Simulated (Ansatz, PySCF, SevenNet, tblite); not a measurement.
## Ladder of methods for the cohesive energy of zinc-blende AlAs

Reference value: 3.82 eV/atom (measured, static lattice: zero-point vibration energy added, our sources range from 3.82 to 4.00; as tabulated in Mejia-Rodriguez and Trickey (2018), arXiv:1807.09216).

```csv
level (code),value (eV/atom),cell (Å³/atom),error (eV/atom)
IPEA1-xTB (tblite),7.76,21.73,+3.94
SevenNet-l3i5,3.63,23.57,-0.19
LDA (Ansatz),4.47,22.30,+0.65
PBE (PySCF),3.60 ± 0.05,23.59,-0.22
PBE-D3(BJ) (Ansatz),4.00,22.72,+0.18
HSE06 (Ansatz),3.71,22.93,-0.11
Hartree–Fock (PySCF),2.34 ± 0.1,23.37,-1.48
MP2 (PySCF),4.19 ± 0.2,22.19,+0.37
CCSD(T) (PySCF),3.97 ± 0.2,22.55,+0.15
```

Leaving aside IPEA1-xTB (doubt noted below), SevenNet-l3i5 (doubt noted below): The levels aren't ranked against this reference (sources at odds).

Free atoms are spin-polarised, in the lowest state found; at levels without +SOC their spin–orbit coupling is left out.  A ± on a computed value is a rough bar: the spread of its extrapolation, a floor set from checks against published values, or a statistical error. IPEA1-xTB: the free atoms are run in the same model without spin. IPEA1-xTB: this parameter set was refitted to ionisation energies, not structures. IPEA1-xTB: the run uses a supercell at the zone centre in place of a k mesh. SevenNet-l3i5: free atoms can lie outside what these potentials were trained on. Each level is taken at its own relaxed cell. Cutoffs and k meshes differ between the levels. Ansatz's density-functional and Hartree–Fock values are scalar-relativistic unless marked +SOC, with PAW data made under PBE.

Machine-learned potentials (SevenNet-l3i5) are trained on DFT data: a solid inside that data is no test of them.

Differences are worked out from the printed values.

Ansatz is an electronic-structure program.
